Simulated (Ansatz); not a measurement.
# Palladium, fcc: convergence with Fermi-Dirac smearing

Computed with Ansatz, LDA, scalar-relativistic PAW, on the relaxed cell (a = 3.842 Å; spin not included). Errors count from a run at 420 eV on a Γ-centred 23×23×23 mesh with Fermi-Dirac smearing of 0.1 eV, extrapolated to zero width. Fixed here: cutoff 420 eV, mesh 14×14×14. The SCF starts from atomic densities corrected by a trained network.

```
width (eV)  E(σ→0) error (meV/atom)  F error (meV/atom)  P (GPa)  SCF iterations
      0.01                     16.4                15.9    -0.50               6
      0.03                     16.3                11.8    -0.43               6
       0.1                      9.4               -24.5    -0.03               6
       0.2                    -12.3              -106.5     0.67               6
       0.3                    -38.3              -211.3     1.55               6
       0.6                   -119.2              -650.2     5.65               6
       1.0                   -241.1             -1516.4    14.19               6
```
